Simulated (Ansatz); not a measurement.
**A ladder of methods for BH2O (SMILES B[O])**

BH2O: 4 atoms, total charge 0, spin state doublet. As SMILES, `B[O]`. The shape was relaxed beforehand at r2SCAN/def2-SVP.

Each level gives the adiabatic electron affinity (to the singlet anion, shapes relaxed at r2SCAN/def2-SVP, no zero-point term) (eV). The values are calculated.

The electron affinity is E(neutral) − E(anion): positive where the electron is bound.

```csv
level,kind,program,value (eV),CPU time (all runs)
UHF/def2-TZVPP,Hartree–Fock,Ansatz,0.78,0.71 s
UBLYP/def2-TZVPP,GGA,Ansatz,2.02,1.5 s
UPBE/def2-TZVPP,GGA,Ansatz,2.08,1.5 s
UB3LYP/def2-TZVPP,global hybrid,Ansatz,2.20,1.9 s
UPBE0-D4/def2-TZVPP,global hybrid,Ansatz,2.11,1.6 s
U-wB97M-V/def2-TZVPP,range-separated hybrid,Ansatz,2.23,5.9 s
UCAM-B3LYP/def2-TZVPP,range-separated hybrid,Ansatz,2.23,2 s
RPA@PBE/def2-TZVPP,RPA,Ansatz,2.40,2.9 s
```

The values span 0.78 to 2.40 eV. Times are those of the runs behind each value, whatever else they computed, on shared processors of several kinds: orders of magnitude only.
